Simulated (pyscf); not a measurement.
H₂N–SiH(Cl)–Cl + NH₃ → H₂N–Si(NH₂)(Cl)–Cl + H₂ (four-centre exchange; singlet surface; H–Si, H–N broken, N–Si, H–H formed). Structures and frequencies: ωB97X-D3(BJ)/def2-SVP in PySCF. Energies in kJ/mol from the separated reactants.

| level | barrier | reaction energy |
|---|---|---|
| ωB97X-D3(BJ)/def2-TZVP | 128.1 | -60.3 |
| PBE/def2-TZVP | 115.0 | -48.7 |
| r²SCAN/def2-TZVP | (withheld) | (withheld) |
| B3LYP-D3(BJ)/def2-TZVP | 132.4 | -56.8 |
| PBE0-D3(BJ)/def2-TZVP | (withheld) | -54.4 |
| ωB97M-D3(BJ)/def2-TZVP | 129.4 | -57.3 |

Task: What belongs in the gaps?

Result: 
- r²SCAN/def2-TZVP, barrier: 117.1
- r²SCAN/def2-TZVP, reaction energy: -60.4
- PBE0-D3(BJ)/def2-TZVP, barrier: 116.0

The functionals in the table span 17.4 kJ/mol in this barrier, from PBE to B3LYP-D3(BJ). At the saddle there is also a short H–Si contact that neither side keeps. The same reactants have a lower exit, to H₂N–SiH(NH₂)–Cl + HCl (barrier +37.9 kJ/mol at ωB97M-D3(BJ)/def2-TZVP, against +129.4 kJ/mol here). This is the saddle that the search found; another between the same sides may lie lower.
